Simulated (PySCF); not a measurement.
Structure problem from calculated spectra and properties.

Formula: C2H2F3P.

| Item | Value |
| --- | --- |
| 1H NMR | chemical shifts (computed TMS as zero) by class: 9.34 (1 H), 9.08 (1 H) ppm [GIAO PBE0/pcSseg-1] |
| 13C NMR | chemical shifts (computed TMS as zero) by class: 194.4 (1 C), 140.1 (1 C) ppm [GIAO PBE0/pcSseg-1] |
| Rotational structure | rotational constants A, B, C: 4.589, 2.299, 2.090 GHz [GFN2-xTB] |
| XPS | P2p3/2 137.4, C1s 291.2, C1s 297.8, F1s 693.8 (×3), P1s 2150.9 eV [ΔSCF SCAN, pcX-2 on the ionised atom, pcseg-1 elsewhere, spin-free X2C, 2p3/2 from a spin–orbit splitting computed afterwards within the 2p shell] |
| NMR, other nuclei | isotropic shieldings of nuclei other than C and H, by class: 238 (3 F), 8 (1 P) ppm [GIAO PBE0/pcSseg-1] |
| UV, strongest line | among the 8 lowest singlet transitions: S5 at 8.06 eV (154 nm, f = 0.250) [TDDFT wB97X-D/def2-SVPD] |
| Dipole | 2.23 D [wB97X-D/def2-SVPD] |

Electronic properties: PySCF, gas phase, density fitting. Levels stand in brackets. Isolated species at its GFN2-xTB geometry, gas phase. Each NMR value is the plain mean over a class of atoms that symmetry, rotation or inversion makes alike.

Problem. Give a SMILES that accounts for the data.

Solution. Numbering: `[CH2:1]=[P:2][C:3]([F:4])([F:5])[F:6]`. 2 carbons fall into 2 classes; from least to most shielded: carbon bonded to P and 2 H [C1] (194.4 ppm), CF3 carbon [C3] (140.1 ppm). Hydrogen classes from least to most shielded: 1 H on a carbon bonded to P and 2 H, C1 (9.34 ppm), 1 H on a carbon bonded to P and 2 H, C1 (9.08 ppm). The other shieldings belong to: 238 ppm, fluorine of a CF3 group [F4/F5/F6]; 8 ppm, phosphorus bonded to 2 C [P2]. The core levels belong to: P2p3/2 137.4 eV, phosphorus bonded to 2 C [P2]; C1s 291.2 eV, carbon bonded to P and 2 H [C1]; C1s 297.8 eV, CF3 carbon [C3]; F1s 693.8 eV, fluorine of a CF3 group [F4/F5/F6]; P1s 2150.9 eV, phosphorus bonded to 2 C [P2]. One atom of each topological class was ionised and stands for its class. The hole state at 291.2 eV has ⟨S²⟩ = 0.84 against 0.75, so that value is less sure. The optimised geometry has point group Cs and is an asymmetric top. Structure: `C=PC(F)(F)F`. Computed isomers that give other values at the same levels: `FC(F)=C(F)P` (13C chemical shifts (computed TMS as zero) by class: 167.7 (1 C), 132.4 (1 C) ppm). The assignments are read from this structure; whether some other isomer fits the data as well wasn't checked.

Conformer computed: `[CH2:1]=[P:2][C:3]([F:4])([F:5])[F:6]`: C1–P2–C3–F4 60°.
